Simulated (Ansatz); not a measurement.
# FH4PSi: the cost of one run

Computed with Ansatz 0.2.0, driven from Python. Level of theory: B3LYP/def2-SVP.

### 1 The system

Bond lengths: F1–Si2 1.556 Å, Si2–P3 2.183 Å, Si2–H4 1.475 Å, Si2–H5 1.492 Å, P3–H6 1.429 Å, P3–H7 1.450 Å. Angles: F1–Si2–P3 107.3°, F1–Si2–H4 112.3°, F1–Si2–H5 111.7°, P3–Si2–H4 107.9°, P3–Si2–H5 108.9°, H4–Si2–H5 108.7°, Si2–P3–H6 98.3°, Si2–P3–H7 98.8°, H6–P3–H7 94.1°.

No structure file is read: the coordinates are typed or built in the script.

### 2 Script

dimer.py

```python
import ansatz as az

FIRST = [
    ("F", (-2.0427, -0.0192, 0.2707)),
    ("Si", (-0.6786, -0.2132, -0.4517)),
    ("P", (0.8716, -0.2389, 1.0857)),
    ("H", (-0.6101, -1.4911, -1.1843)),
    ("H", (-0.3961, 0.9007, -1.4034)),
    ("H", (0.8225, 1.1419, 1.45)),
    ("H", (2.0331, -0.0803, 0.2329)),
]
SECOND = [
    ("F", (1.4575, 0.1036, -2.3219)),
    ("Si", (0.6743, 0.3026, -3.6513)),
    ("P", (-0.8368, -1.27, -3.7555)),
    ("H", (-0.021, 1.6019, -3.702)),
    ("H", (1.5696, 0.1913, -4.8398)),
    ("H", (0.0355, -2.3782, -3.9854)),
    ("H", (-1.2029, -1.1344, -5.1516)),
]

def energy(atoms, ghosts=()):
    molecule = az.Crystal.molecule()
    for symbol, xyz in atoms:
        molecule = molecule.atom(symbol, xyz)
    calc = (
        molecule.calculation()
        .basis(gaussian="def2-SVP")
        .functional("b3lyp")
    )
    deck = calc.input()
    if ghosts:
        deck = deck.set(az.key.basis.gaussian.ghost_atoms, [{"symbol": s, "position_ang": list(xyz)} for s, xyz in ghosts])
    return az.Session.from_dict(deck).plan().execute().report["free_energy_ev"]

both = energy(FIRST + SECOND)
alone = energy(FIRST) + energy(SECOND)
ghosted = energy(FIRST, SECOND) + energy(SECOND, FIRST)
print(f"dimer {both:.6f} eV")
print(f"interaction, uncorrected   {23.060548 * (both - alone):8.3f} kcal/mol")
print(f"interaction, counterpoise  {23.060548 * (both - ghosted):8.3f} kcal/mol")
print(f"basis-set superposition    {23.060548 * (alone - ghosted):8.3f} kcal/mol")
```

### 3 The calls as engine input

The engine receives this input (first run):

```yaml
crystal:
  periodic: [false, false, false]
  atoms:
    - { symbol: F, position_ang: [-2.0427, -0.0192, 0.2707] }
    - { symbol: Si, position_ang: [-0.6786, -0.2132, -0.4517] }
    - { symbol: P, position_ang: [0.8716, -0.2389, 1.0857] }
    - { symbol: H, position_ang: [-0.6101, -1.4911, -1.1843] }
    - { symbol: H, position_ang: [-0.3961, 0.9007, -1.4034] }
    - { symbol: H, position_ang: [0.8225, 1.1419, 1.45] }
    - { symbol: H, position_ang: [2.0331, -0.0803, 0.2329] }
    - { symbol: F, position_ang: [1.4575, 0.1036, -2.3219] }
    - { symbol: Si, position_ang: [0.6743, 0.3026, -3.6513] }
    - { symbol: P, position_ang: [-0.8368, -1.27, -3.7555] }
    - { symbol: H, position_ang: [-0.021, 1.6019, -3.702] }
    - { symbol: H, position_ang: [1.5696, 0.1913, -4.8398] }
    - { symbol: H, position_ang: [0.0355, -2.3782, -3.9854] }
    - { symbol: H, position_ang: [-1.2029, -1.1344, -5.1516] }
basis:
  gaussian:
    orbitals: def2-SVP
hamiltonian:
  xc: b3lyp
```

### 4 The run

On the command line:

```console
python dimer.py
```

Q: Estimate wall time and peak memory on 1 thread of Arm Neoverse V2, shared host.

About 20 s, with a peak of 0.4 GiB.
